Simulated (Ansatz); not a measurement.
Results of LDA (Ansatz, a program for electronic structure, PAW) for cubic perovskite BaTiO3 (cubic high-temperature phase).

Settings: plane-wave cutoff 520 eV, 8×8×8 k mesh, Fermi–Dirac smearing 0.01 eV, no spin polarisation, scalar-relativistic PAW data made under PBE.

Results at a series of volumes:

```json
[
 {"V (Å³/atom)": "11.451", "E − E_lowest (meV/atom)": "29.96", "P (GPa)": "13.89"},
 {"V (Å³/atom)": "11.695", "E − E_lowest (meV/atom)": "12.82", "P (GPa)": "8.75"},
 {"V (Å³/atom)": "11.939", "E − E_lowest (meV/atom)": "3.09", "P (GPa)": "4.14"},
 {"V (Å³/atom)": "12.182", "E − E_lowest (meV/atom)": "0.00", "P (GPa)": "0.00"},
 {"V (Å³/atom)": "12.426", "E − E_lowest (meV/atom)": "2.86", "P (GPa)": "-3.70"},
 {"V (Å³/atom)": "12.670", "E − E_lowest (meV/atom)": "11.06", "P (GPa)": "-7.02"},
 {"V (Å³/atom)": "12.913", "E − E_lowest (meV/atom)": "24.03", "P (GPa)": "-9.99"}
]
```

Task: Estimate the bulk modulus from the pressures at 11.939 and 12.426 Å³/atom, and compare it with a fit to all energies.

Result: B = −V dP/dV. Between V = 11.939 and 12.426 Å³/atom, dP/dV = (-3.70 − (4.14))/(12.426 − 11.939) = -16.1 GPa per Å³/atom; at the midpoint 12.183 Å³/atom this gives B ≈ 196 GPa. The third-order Birch–Murnaghan fit gives V0 = 12.183 Å³/atom, B0 = 195 GPa, B′ = 4.5, which lies within 1 % of that estimate.

Measured, for comparison: bulk modulus 162 GPa (temperature not stated, no zero-point or thermal correction, our sources range from 162 to 173; as tabulated in Matsushita et al. (2011), arXiv:1104.2769). Computed (rounded) less measured: bulk modulus +20 % (+13 % to +20 % over the range).

Note: the relaxation could not lower the start's symmetry, so the cell can be a saddle point above a distorted one.

Spin–orbit coupling is not included.

The computed numbers hold no vibrational or temperature effects.
